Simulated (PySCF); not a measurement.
How close CCSD(T) comes to the exact answer in a basis

Each species is computed at the geometry given (Å), with frozen cores, in PySCF 2.14.0: RHF-CCSD(T) for singlets, UHF-CCSD(T) otherwise, and full CI in the same basis. The script picks the determinant by a search with trial CCSD, so it needn't be the lowest Hartree–Fock solution. States: PH⁺ doublet Π, HAlB⁺ singlet A', CH2 singlet A1, HNB sextet A'. Cases whose determinant has another symmetry than full CI's state, or lies over 0.5 eV above the lowest of its kind, whose (Q) step broke down or whose higher cluster runs on it stay over 0.1 eV above full CI weren't drawn.

Q: Judging by size, spin and bonding and the diagnostics given, rank them by the size of CCSD(T)'s error in total energy against full CI in the same basis, smallest first (an estimate).
A. HAlB⁺, singlet, 6-31G: B 0.000 -0.139 1.516; Al 0.000 0.097 -0.547; H 0.000 -1.103 -1.608. T1 0.044, (T) -77 meV in a correlation energy of -3.05 eV
B. CH$_{2}$, singlet, cc-pVDZ: C 0.000 -0.101 0.000; H 0.000 0.602 -0.862; H 0.000 0.602 0.862. T1 0.009, (T) -79 meV in a correlation energy of -3.84 eV
C. HNB, sextet, 6-31G: B 0.000 0.080 0.864; N 0.000 -0.118 -0.588; H 0.000 0.779 -1.095. T1 0.008, (T) -25 meV in a correlation energy of -2.33 eV
D. PH⁺, doublet, aug-cc-pVDZ: P 0.000 0.000 0.000; H 0.000 0.000 1.427. T1 0.015, (T) -52 meV in a correlation energy of -2.74 eV

A: C (8.0 meV), D (17.1 meV), B (24.6 meV), A (34.7 meV).

```csv
species,basis,correlated electrons,CCSD(T) − full CI (meV),CCSDT(Q) − full CI (meV),unpaired electrons (full CI),T1,⟨S²⟩ of the determinant
"HNB, sextet",6-31G,9,8.0,–,5.01,0.008,8.76
"PH⁺, doublet",aug-cc-pVDZ,5,17.1,–,1.05,0.015,0.76
"CH2, singlet",cc-pVDZ,6,24.6,1.0,0.09,0.009,0.00
"HAlB⁺, singlet",6-31G,6,34.7,3.2,0.39,0.044,0.00
```

Unpaired electrons are Σ n²(2−n)² over natural occupations; an open shell counts its own unpaired electrons too. Frozen cores follow each run's orbitals, which moves totals by a few meV. RHF is unstable for HAlB⁺, singlet in 6-31G: UHF reaches ⟨S²⟩ = 0.89. RHF is unstable for CH2, singlet in cc-pVDZ: UHF reaches ⟨S²⟩ = 0.71. A dash: (Q) wasn't run for open shells.
